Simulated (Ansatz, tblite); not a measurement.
Removing and adding an electron: the cluster Li2H2 (the lowest singlet isomer of a short search). Total charge 0; singlet. Geometry: PBE-D4/def2-TZVP. Ansatz, gas phase; energy differences of separate SCF runs; the oxidised species was run as a doublet alone; the reduced species was run as a doublet alone.

Cartesian coordinates in Å:
```
Li 0.914 0.098 -0.677
Li -0.917 -0.085 0.674
H -0.734 -0.352 -1.042
H 0.737 0.339 1.044
```

The xTB rows come from tblite. The structure comes from a short search, and lower isomers may exist.

(1) Estimate orbital energies and vertical ionisation energies and electron affinities at: GFN1-xTB; GFN2-xTB; PBE-D4/def2-TZVP; PBE-D4/def2-TZVPD; r2SCAN-D4/def2-TZVP; r2SCAN-D4/def2-TZVPD; PBE0-D4/def2-TZVP; PBE0-D4/def2-TZVPD.

Results:

(1) 
| level | −HOMO (eV) | vertical IE (eV) | −LUMO (eV) | vertical EA (eV) | HOMO–LUMO gap (eV) | IE − EA (eV) | remarks |
| --- | --- | --- | --- | --- | --- | --- | --- |
| GFN1-xTB | 11.79 | 14.93 | 7.76 | 5.50 | 4.03 | 9.43 | – |
| GFN2-xTB | 9.54 | 12.95 | 4.76 | 1.69 | 4.78 | 11.26 | – |
| PBE-D4/def2-TZVP | 4.68 | 8.04 | 0.89 | – | 3.79 | – | – |
| PBE-D4/def2-TZVPD | 4.66 | – | 0.92 | 0.15 | 3.73 | – | HOMO above zero (-1 doublet) |
| r2SCAN-D4/def2-TZVP | 4.89 | 8.01 | 0.11 | – | 4.78 | – | – |
| r2SCAN-D4/def2-TZVPD | 4.84 | – | 0.11 | -0.08 | 4.73 | – | HOMO above zero (-1 doublet) |
| PBE0-D4/def2-TZVP | 5.82 | 8.19 | 0.39 | – | 5.43 | – | – |
| PBE0-D4/def2-TZVPD | 5.78 | – | 0.45 | 0.04 | 5.33 | – | HOMO above zero (-1 doublet) |

Relaxing the oxidised species (PBE-D4/def2-TZVP) changes its energy by -1.06 eV at PBE-D4/def2-TZVP, so the adiabatic ionisation energy to this nearest minimum is 6.99 eV. At PBE0-D4/def2-TZVP it is 7.01 eV. In the charge 1 doublet, H3 and H4 lie 1.30 Å apart (atoms count from 1), so these atoms are partly bonded to each other. Run but left out: HF/def2-TZVPP, MP2/def2-TZVPP, CCSD/def2-TZVPP, CCSD(T)/def2-TZVPP, HF/def2-TZVPD, MP2/def2-TZVPD, CCSD/def2-TZVPD, CCSD(T)/def2-TZVPD (flagged by the program: other roots).   A HOMO above zero means that the electron is unbound at that level or that self-interaction error raises the level; the energy of removing that electron tells which. Raw xTB energy differences between charge states are shifted by several eV; the methods need an empirical correction for them. A negative affinity means that the extra electron isn't bound; its size then hangs on the basis.
